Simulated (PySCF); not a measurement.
**He: ionisation energy**

He 1s2 (1S) → He⁺ 1s1 (2S), as a difference of total energies. Computed with PySCF 2.14 in cc-pVDZ (2s1p, 5 functions), with the non-relativistic Hamiltonian (point nucleus). Correlated levels: valence: nothing frozen. The calculations carry no spin-orbit coupling.

Problem. Order these methods by the ionisation energy they give, lowest first.
A. CCSD (valence)
B. UHF
C. B3LYP
D. SCS-MP2 (valence)

Solution. B (23.444 eV), D (24.287 eV), A (24.326 eV), C (24.868 eV).

Errors of the correlated levels include the incompleteness of this basis.

With two correlated electrons CCSD is exact in that space.

For comparison: 24.587 eV (measured; NIST Atomic Spectra Database, ionization energies).
